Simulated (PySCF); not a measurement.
## Basis-set dependence of excited states

C₄H₉N.
Bonds: C1–N2, N2–C3, C3–C4, C4–C5, C3–C5. Hydrogens: H6, H7, H8 on C1; H9 on N2; H10 on C3; H11, H12 on C4; H13, H14 on C5.

TDDFT with PBE0 (PySCF), vertical singlets, core orbitals frozen in the response, spherical d and f functions. Geometry: PBE0-D3(BJ)/def2-SVP, one conformer, isolated molecule.

Problem. How do the low singlets change with the basis? Take 6-31G*, 6-31+G*, def2-SVP, def2-SVPD, aug-cc-pVDZ, def2-TZVP and def2-TZVPD.

Solution. 

```json
{"basis": "6-31G*", "functions": "88", "diffuse": "no", "S1 (eV)": "7.50", "S2 (eV)": "8.22", "S3 (eV)": "8.52", "S4 (eV)": "8.72", "S5 (eV)": "9.13", "LUMO (eV)": "2.94", "α (au)": "47.8"}
{"basis": "6-31+G*", "functions": "108", "diffuse": "yes", "S1 (eV)": "5.67", "S2 (eV)": "6.17", "S3 (eV)": "6.32", "S4 (eV)": "6.57", "S5 (eV)": "6.98", "LUMO (eV)": "0.48", "α (au)": "54.4"}
{"basis": "def2-SVP", "functions": "115", "diffuse": "no", "S1 (eV)": "6.86", "S2 (eV)": "7.55", "S3 (eV)": "7.72", "S4 (eV)": "7.94", "S5 (eV)": "8.70", "LUMO (eV)": "2.03", "α (au)": "49.5"}
{"basis": "def2-SVPD", "functions": "172", "diffuse": "yes", "S1 (eV)": "6.12", "S2 (eV)": "6.68", "S3 (eV)": "6.90", "S4 (eV)": "7.00", "S5 (eV)": "7.68", "LUMO (eV)": "0.94", "α (au)": "57.4"}
{"basis": "aug-cc-pVDZ", "functions": "196", "diffuse": "yes", "S1 (eV)": "5.40", "S2 (eV)": "5.86", "S3 (eV)": "5.94", "S4 (eV)": "6.07", "S5 (eV)": "6.62", "LUMO (eV)": "0.03", "α (au)": "59.3"}
{"basis": "def2-TZVP", "functions": "209", "diffuse": "no", "S1 (eV)": "6.40", "S2 (eV)": "7.14", "S3 (eV)": "7.29", "S4 (eV)": "7.52", "S5 (eV)": "8.18", "LUMO (eV)": "1.40", "α (au)": "56.2"}
{"basis": "def2-TZVPD", "functions": "266", "diffuse": "yes", "S1 (eV)": "5.76", "S2 (eV)": "6.26", "S3 (eV)": "6.46", "S4 (eV)": "6.54", "S5 (eV)": "7.16", "LUMO (eV)": "0.50", "α (au)": "59.0"}
```

States are compared by their number. Against the largest diffuse basis here (def2-TZVPD, itself not a converged limit), sets without diffuse functions differ by up to 1.75 eV in S1 and 1.97 eV in S5; the smaller diffuse sets differ by up to 0.36 and 0.53 eV. State by state, the largest deviation of a set without diffuse functions is S1 1.75, S2 1.97, S3 2.06, S4 2.17, S5 1.97 eV. The same number needn't mean the same state in each row. Against def2-TZVPD the polarisability deviates by -19% in 6-31G*, -8% in 6-31+G*, -16% in def2-SVP, -3% in def2-SVPD, +1% in aug-cc-pVDZ, -5% in def2-TZVP. A single + in a Pople set puts diffuse functions on heavy atoms only.
